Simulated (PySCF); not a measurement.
# MP2/ccECP-aug-cc-pVDZ (core potential) run of C2H2O2S (SMILES O=C1SC1O)

What is the vertical ionisation energy of C2H2O2S at MP2/ccECP-aug-cc-pVDZ (core potential)? 

The results are computed with PySCF 2.14.0.

## Step 1: The structure to begin with

C2H2O2S has 7 atoms, charge 0, and is taken as a singlet. SMILES: `O=C1SC1O`. The shape is that of a PBE0-D4/def2-TZVP optimisation. This is one conformer, not always the lowest.

Bond lengths: O1–C2 1.188 Å, C2–S3 1.743 Å, C2–C4 1.460 Å, S3–C4 1.902 Å, C4–O5 1.357 Å, C4–H6 1.085 Å, O5–H7 0.964 Å. Some angles: O1–C2–S3 142.3°, O1–C2–C4 145.1°, S3–C2–C4 72.3°, C2–S3–C4 47.0°, C2–C4–S3 60.8°, C2–C4–O5 123.1°, S3–C4–O5 120.8°, C2–C4–H6 119.6°, S3–C4–H6 112.0°, O5–C4–H6 111.2°.

## Step 2: The energy at MP2/ccECP-aug-cc-pVDZ (core potential)

calc.py

```python
from pyscf import gto, scf, mp

mol = gto.Mole()
mol.atom = '''
O     -0.595300     1.981100     0.080500
C     -0.278100     0.883200     0.405200
S      0.589400     0.005200     1.635200
C     -0.232600    -0.519100     0.001800
O      0.514700    -0.967000    -1.039100
H     -1.097300    -1.152700     0.166200
H      1.160500    -0.298600    -1.295300
'''
mol.verbose = 4
mol.max_memory = 1860
mol.spin = 0
mol.basis = 'ccecp-aug-cc-pvdz'
mol.ecp = 'ccecp'
mol.build()

hf = scf.RHF(mol)
hf.conv_tol = 1e-10
hf.kernel()
if not hf.converged:
    hf = hf.newton().run(hf.mo_coeff, hf.mo_occ)

pt = mp.MP2(hf).run()
e_final = pt.e_tot
print(f'total energy: {e_final:.8f} hartree')
```

Launch:

```
$ OMP_NUM_THREADS=1 python calc.py
```

Output:

```text
PySCF version 2.14.0

[INPUT] num. atoms = 7
[INPUT] num. electrons = 28
[INPUT] charge = 0
[INPUT] spin (= nelec alpha-beta = 2S) = 0
[INPUT] symmetry False subgroup None
[INPUT] Mole.unit = angstrom
[INPUT] Symbol           X                Y                Z      unit          X                Y                Z       unit  Magmom
[INPUT]  1 O     -0.595300000000   1.981100000000   0.080500000000 AA   -1.124953961954   3.743736425376   0.152122953027 Bohr   0.0
[INPUT]  2 C     -0.278100000000   0.883200000000   0.405200000000 AA   -0.525532835242   1.669006113216   0.765717025674 Bohr   0.0
[INPUT]  3 S      0.589400000000   0.005200000000   1.635200000000 AA    1.113804577819   0.009826575848   3.090080158889 Bohr   0.0
[INPUT]  4 C     -0.232600000000  -0.519100000000   0.001800000000 AA   -0.439550296574  -0.980956831262   0.003401507024 Bohr   0.0
[INPUT]  5 O      0.514700000000  -0.967000000000  -1.039100000000 AA    0.972642036314  -1.827365162454  -1.963614416036 Bohr   0.0
[INPUT]  6 H     -1.097300000000  -1.152700000000   0.166200000000 AA   -2.073596476485  -2.178287303786   0.314072481903 Bohr   0.0
[INPUT]  7 H      1.160500000000  -0.298600000000  -1.295300000000 AA    2.193027167558  -0.564272220795  -2.447762249149 Bohr   0.0

nuclear repulsion = 83.427537542114
number of shells = 50
number of NR pGTOs = 304
number of NR cGTOs = 126
basis = ccecp-aug-cc-pvdz
ecp = ccecp

******** <class 'pyscf.scf.hf.RHF'> ********
method = RHF
initial guess = minao
damping factor = 0
level_shift factor = 0
DIIS = <class 'pyscf.scf.diis.CDIIS'>
diis_start_cycle = 1
diis_space = 8
diis_damp = 0
SCF conv_tol = 1e-10
SCF conv_tol_grad = None
SCF max_cycles = 50
direct_scf = True
direct_scf_tol = 1e-13
Set gradient conv threshold to 1e-05
Initial guess from minao.
init E= -53.9889996066438
  HOMO = -0.289132279169571  LUMO = -0.0269498720644064  gap/eV = 7.13435
cycle= 1 E= -53.4684767015517  delta_E= 0.521  |g|= 0.818  |ddm|=  5.4
  HOMO = -0.379028944134411  LUMO = 0.0280383625119427  gap/eV = 11.07687
cycle= 2 E= -53.5367629069922  delta_E= -0.0683  |g|= 0.661  |ddm|= 2.23
  HOMO = -0.396783603112267  LUMO = 0.0453710615862351  gap/eV = 12.03164
cycle= 3 E= -53.6246739541488  delta_E= -0.0879  |g|= 0.0681  |ddm|= 1.28
  HOMO = -0.396493984493733  LUMO = 0.0470551493785201  gap/eV = 12.06959
cycle= 4 E= -53.6269519641478  delta_E= -0.00228  |g|= 0.0295  |ddm|= 0.279
  HOMO = -0.397521226812282  LUMO = 0.0471467599539357  gap/eV = 12.10003
cycle= 5 E= -53.6273941415827  delta_E= -0.000442  |g|= 0.0122  |ddm|= 0.0989
  HOMO = -0.39809977322706  LUMO = 0.0472573343560061  gap/eV = 12.11878
cycle= 6 E= -53.6275661087308  delta_E= -0.000172  |g|= 0.00594  |ddm|= 0.0635
  HOMO = -0.397993507265486  LUMO = 0.0473453892264231  gap/eV = 12.11829
cycle= 7 E= -53.6276122382108  delta_E= -4.61e-05  |g|= 0.00154  |ddm|= 0.0431
  HOMO = -0.398110169266523  LUMO = 0.0473942539749825  gap/eV = 12.12279
cycle= 8 E= -53.6276141836822  delta_E= -1.95e-06  |g|= 0.000512  |ddm|= 0.00812
  HOMO = -0.398075394252673  LUMO = 0.0473925114245735  gap/eV = 12.12180
cycle= 9 E= -53.6276143394097  delta_E= -1.56e-07  |g|= 0.000143  |ddm|= 0.00203
  HOMO = -0.398069622751366  LUMO = 0.0473963424603305  gap/eV = 12.12175
cycle= 10 E= -53.627614354156  delta_E= -1.47e-08  |g|= 5.84e-05  |ddm|= 0.000693
  HOMO = -0.398068747676759  LUMO = 0.0473950164029697  gap/eV = 12.12169
cycle= 11 E= -53.6276143570719  delta_E= -2.92e-09  |g|= 2.34e-05  |ddm|= 0.000277
  HOMO = -0.398068694776646  LUMO = 0.0473954836860822  gap/eV = 12.12170
cycle= 12 E= -53.6276143576975  delta_E= -6.26e-10  |g|= 1.1e-05  |ddm|= 0.000135
  HOMO = -0.398067751211249  LUMO = 0.0473952684262486  gap/eV = 12.12167
cycle= 13 E= -53.6276143578233  delta_E= -1.26e-10  |g|= 4.92e-06  |ddm|= 5.29e-05
  HOMO = -0.39806746727529  LUMO = 0.0473953276020713  gap/eV = 12.12166
cycle= 14 E= -53.6276143578553  delta_E= -3.2e-11  |g|= 2.37e-06  |ddm|= 3e-05
  HOMO = -0.398067551042455  LUMO = 0.047395307243854  gap/eV = 12.12166
Extra cycle  E= -53.6276143578586  delta_E= -3.3e-12  |g|= 1.58e-06  |ddm|= 8.37e-06
converged SCF energy = -53.6276143578586

******** <class 'pyscf.mp.mp2.RMP2'> ********
nocc = 14, nmo = 126
E(RMP2) = -54.4176631923086  E_corr = -0.790048834450002
E(SCS-RMP2) = -54.3916645272569  E_corr = -0.76405016939823
E_corr(same-spin) = -0.212317421471275
E_corr(oppo-spin) = -0.577731412978726
total energy: -54.41766319 hartree
```

It took 11 s on 1 thread of Arm Neoverse V2, shared host; peak memory 0.47 GiB.

## Step 3: The doublet cation

run.py

```python
from pyscf import gto, scf, mp

system = gto.Mole()
system.atom = '''
O     -0.595300     1.981100     0.080500
C     -0.278100     0.883200     0.405200
S      0.589400     0.005200     1.635200
C     -0.232600    -0.519100     0.001800
O      0.514700    -0.967000    -1.039100
H     -1.097300    -1.152700     0.166200
H      1.160500    -0.298600    -1.295300
'''
system.verbose = 3
system.ecp = 'ccecp'
system.max_memory = 1860
system.charge = 1
system.spin = 1
system.basis = 'ccecp-aug-cc-pvdz'
system.build()

mf = scf.UHF(system)
mf.conv_tol = 1e-10
mf.kernel()
if not mf.converged:
    mf = mf.newton().run(mf.mo_coeff, mf.mo_occ)

pt = mp.MP2(mf).run()
e_final = pt.e_tot
print('E = %.10f Eh' % e_final)
```

Launch:

```
$ OMP_NUM_THREADS=1 python run.py
```

Output:

```text
converged SCF energy = -53.289476931634  <S^2> = 0.80433972  2S+1 = 2.0536209
E(UMP2) = -54.0313080677768  E_corr = -0.74183113614277
E(SCS-UMP2) = -54.0071284272534  E_corr = -0.71765149561933
E = -54.0313080678 Eh
```

It took 19 s on 1 thread of Arm Neoverse V2, shared host; peak memory 0.5 GiB.

## Step 4: What came out

At MP2/ccECP-aug-cc-pVDZ (core potential):

```
                                                                  quantity         value
                                             singlet C2H2O2S: total energy  -54.41766 Eh
                     singlet C2H2O2S: dipole moment (Hartree–Fock density)        1.90 D
                      singlet C2H2O2S: HOMO energy (Hartree–Fock orbitals)     -10.83 eV
                      singlet C2H2O2S: LUMO energy (Hartree–Fock orbitals)       1.29 eV
                    singlet C2H2O2S: HOMO–LUMO gap (Hartree–Fock orbitals)      12.12 eV
                                       singlet C2H2O2S: correlation energy    -790.0 mEh
                                              doublet cation: total energy  -54.03131 Eh
doublet cation: HOMO energy (Hartree–Fock orbitals) (highest over α and β)     -17.52 eV
 doublet cation: LUMO energy (Hartree–Fock orbitals) (lowest over α and β)      -7.03 eV
                                        doublet cation: correlation energy    -741.8 mEh
                         doublet cation: ⟨S²⟩ of the reference determinant         0.804
                        vertical ionisation energy (to the doublet cation)     10.513 eV
```

In words: Removing an electron at fixed nuclei costs 10.51 eV (1014 kJ/mol). Mulliken charges (singlet C2H2O2S) of the mean-field density run from -0.67 on H6 to +1.04 on C4; in a basis this large or diffuse they mean little.
